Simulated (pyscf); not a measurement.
5 gas-phase steps of one pattern: 1,1-elimination on the singlet surface, Ge–Ge + Ge–H or H–Si + Si–Si broken and Ge–H or H–Si formed. Structures and frequencies: ωB97X-D3(BJ)/def2-SVP in PySCF. Correlated levels are frozen-core, on RHF or UHF. ΔMP2 is the change of the MP2 total energy from the triple- to the quadruple-zeta basis. Electronic energies in eV, from the reactant's lowest minimum found; ΔE‡ at CCSD(T)/def2-TZVPP + ΔMP2(QZVPP), beside the barrier at PBE/def2-TZVP on the same structures. Rows were drawn at random from the steps of this pattern with a verified saddle, stable references and no exit in the data more than 5 kcal/mol lower.

```csv
row,step,ΔE‡(PBE),ΔE‡
1,F–SiH(F)–SiH₃ (SMILES F[SiH](F)[SiH3]) → SiH₄ (SMILES [SiH4]) + F–Si:–F (SMILES F[Si]F) [singlet],2.22,?
2,H₃Si–SiH(Cl)–Cl (SMILES [SiH3][SiH](Cl)Cl) → SiH₄ (SMILES [SiH4]) + Cl–Si:–Cl (SMILES Cl[Si]Cl) [singlet],1.97,2.26
3,Cl–GeH₂–GeH₃ (SMILES [Cl][GeH2][GeH3]) → GeH₄ (SMILES [GeH4]) + Cl–GeH: (SMILES [Cl][GeH]) [singlet],1.66,1.93
4,H₃Si–SiH₂–Cl (SMILES [SiH3][SiH2]Cl) → SiH₄ (SMILES [SiH4]) + :HSi–Cl (SMILES [SiH]Cl) [singlet],1.76,2.04
5,F–SiH₂–SiH₃ (SMILES F[SiH2][SiH3]) → SiH₄ (SMILES [SiH4]) + F–SiH: (SMILES F[SiH]) [singlet],1.83,2.13
```

### Question
Fit ΔE‡ = a + b·ΔE‡(PBE) to the other rows and predict row 1.

### Answer
Over the 4 complete rows the means are +1.80 (ΔE‡(PBE)) and 2.09 (ΔE‡); least squares gives b = 1.07 and a = 0.16 eV, with residuals of 0.01 eV (root mean square; largest 0.01, row 5). For row 1: 0.16 + 1.07 × (+2.22) = 2.54 eV, an extrapolation. The computed barrier is 2.51 eV, 0.03 under the line. The line follows the complete rows closely. Each barrier is that of the saddle found. The CCSD(T) − MP2 part came from Ansatz, without density fitting, on the same reference. The frozen core leaves the outer d or s,p core shells of the metals and heavy elements correlated in the MP2 and CC values, and def2-TZVPP describes them poorly, which can shift differences by a few kcal/mol. Elements up to Kr have no core potential and no relativistic terms here.
